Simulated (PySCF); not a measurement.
Stepwise substitution at one centre (Al F-H). Gas-phase values, no solvent. Strings in code marks are SMILES.

The S1–T1 gap (TDA) from two functionals at the same geometries (B3LYP-D3(BJ)/def2-TZVP), both in PySCF: PBE-D3(BJ)/def2-TZVP and ωB97X-D3(BJ)/def2-TZVP. Excitations are Tamm–Dancoff values on a coarser integration grid. The basis has no diffuse functions, so Rydberg states are missing or too high.

| species | PBE-D3(BJ)/def2-TZVP (eV) | ωB97X-D3(BJ)/def2-TZVP (eV) |
|---|---|---|
| 0 of 3 F replaced by H (`[F][Al]([F])[F]`) | 0.20 | 0.24 |
| 1 of 3 F replaced by H (`[F][AlH][F]`) | 0.88 | 0.87 |
| 2 of 3 F replaced by H (`[F][AlH2]`) | 0.48 | 0.44 |

Over these rows, drawn at random from the members with no instability flagged (it was tested for open shells, ions and some series alone), PBE minus ωB97X-D3(BJ): mean 0.00 eV, from -0.04 eV to +0.04 eV.
